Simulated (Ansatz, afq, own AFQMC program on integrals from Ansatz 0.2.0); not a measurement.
AlBH₅, doublet: AFQMC among the cluster methods

```xyz
7

Al   -0.9646    0.0000    0.0000
H    -1.7575    1.3734    0.0000
H    -1.7575   -1.3734    0.0000
H     0.9784    0.0000    0.0000
B     2.1484    0.0000    0.0000
H     2.6575    0.0000    1.0770
H     2.6575    0.0000   -1.0770
```

Basis cc-pVDZ. Noble-gas cores (and the filled d shells of Ga–Kr and In–Xe) are frozen. Integrals, coupled cluster, full CI and functionals: Ansatz 0.2.0; the random walks run on the same integrals in our own AFQMC program. The CISD trial takes its coefficients from CCSD amplitudes. Released means that phaseless walkers are propagated on without the constraint, phases kept. Error bars are statistical, one sigma.

Determinant: UHF, the one that the program's search chose, which needn't be the lowest solution. The geometry is a point of a scan.

No full CI on the walks' own integrals is used here; CCSDT(Q) serves as the reference and is uncertain by about the last step of the cluster series.

Cautions: the released energies are still falling, so no released level is given (meV from the phaseless value at times in 1/Eh: -0.9 ± 1.5 at 0.24, -3.3 ± 1.6 at 0.51, -6.8 ± 1.9 at 0.99, -8.5 ± 2.1 at 1.62, -10.0 ± 1.9 at 2.40), though the last usable value meets CCSDT(Q) within the noise.

```
T1 diagnostic                               : 0.0112
weight of the determinant in the CISD state : 0.889
⟨S²⟩ of the determinant                     : 0.757
size of the correlated space                : 11 electrons in 51 orbitals
```

```tsv
level	correlation energy (eV)
MP2	-4.2627
CCSD	-5.4675
CCSD(T)	-5.5608
```

Q: Estimate where phaseless AFQMC with the Hartree–Fock trial lies against CCSD(T) on the same integrals.

A: 1.04 ± 0.46 kcal/mol below CCSD(T).

Reference: CCSDT(Q), correlation energy -5.590 eV.

```json
{"level": "CCSD(T)", "E − E(reference) (kcal/mol)": "0.67", "share of correlation (%)": "99.48"}
{"level": "CCSDT", "E − E(reference) (kcal/mol)": "0.06", "share of correlation (%)": "99.95"}
{"level": "ph-AFQMC/HF", "E − E(reference) (kcal/mol)": "-0.37 ± 0.46", "share of correlation (%)": "100.29"}
{"level": "ph-AFQMC/CISD", "E − E(reference) (kcal/mol)": "0.27 ± 0.07", "share of correlation (%)": "99.79"}
```

A walk keeps the symmetry of its determinant, which the program's search chose and which needn't be the lowest solution, so a lower state of the same spin and another symmetry isn't excluded.
